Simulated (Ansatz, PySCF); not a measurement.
Species: C2H5N, charge 0, singlet. C2H5N (SMILES C1CN1).
B3LYP-D3(BJ)/def2-TZVP minimum from Ansatz (a quantum-chemistry and plane-wave program):
```xyz
8

C     -0.0266    -0.3964     0.7404
N     -0.0403     0.8719     0.0001
C     -0.0474    -0.3972    -0.7389
H      0.8868     1.2834    -0.0132
H     -0.9333    -0.6098     1.2927
H     -0.9693    -0.6112    -1.2653
H      0.8882    -0.7010     1.2359
H      0.8531    -0.7023    -1.2597
```
Charge 0, spin multiplicity 1.

Total energies in hartree (Ansatz). Radicals and triplets start from unrestricted determinants; spin-orbit coupling is neglected. Correlated methods leave the cores frozen. No relativity. For partners of very few electrons the exact lower level stands in for a higher one.

```tsv
species	HF/cc-pVTZ	CCSD(T)/cc-pVTZ	HF/cc-pVQZ	CCSD(T)/cc-pVQZ	CCSD(T)/cc-pVDZ	CCSDT(Q)/cc-pVDZ
1: C2H5N (SMILES C1CN1)	-133.08993	-133.68935	-133.09931	-133.73008	-133.54656	-133.54816
2: C (triplet)	-37.69157	-37.78076	-37.69331	-37.78654	-37.76038	-37.76071
3: N (quartet)	-54.40069	-54.51471	-54.40372	-54.52482	-54.47850	-54.47866
4: H (doublet)	-0.49981	-0.49981	-0.49995	-0.49995	-0.49928	-0.49928
```

**Question.** Work out the enthalpy of formation at 298 K (by atomisation, with ideal-gas terms from PySCF's Hessian at B3LYP-D3(BJ)/def2-TZVP and the atoms' measured values of the G2/97 table; no spin-orbit terms) in kJ/mol: take Hartree-Fock from cc-pVQZ, extrapolate the CCSD(T) correlation energy as X^-3 (X = 3, 4), and add CCSDT(Q) - CCSD(T) in cc-pVDZ. The further terms named in the bracket sum to +1.19624 hartree. 1 hartree = 2625.5 kJ/mol.

**Answer.** 
Species 1: correlation (64·(-0.63077) - 27·(-0.59942))/37 = -0.65365; step -0.00160; E1 = -133.09931 + (-0.65365) + (-0.00160) = -133.75456
Species 2: correlation (64·(-0.09323) - 27·(-0.08919))/37 = -0.09618; step -0.00033; E2 = -37.69331 + (-0.09618) + (-0.00033) = -37.78982
Species 3: correlation (64·(-0.12110) - 27·(-0.11402))/37 = -0.12627; step -0.00016; E3 = -54.40372 + (-0.12627) + (-0.00016) = -54.53015
Species 4: correlation (64·(0.00000) - 27·(0.00000))/37 = 0.00000; step +0.00000; E4 = -0.49995 + (0.00000) + (+0.00000) = -0.49995
+1·E1 -2·E2 -1·E3 -5·E4 +1.19624 = 0.05122 hartree = 134.5 kJ/mol. Measured: 30.2 kcal/mol, 126.4 kJ/mol (G2/97 table in ASE (Curtiss et al.)); atomic spin-orbit terms, which the calculations lack, would raise the computed values. The composite differs from it by +8.1 kJ/mol; core, relativistic and spin-orbit terms are not in it.
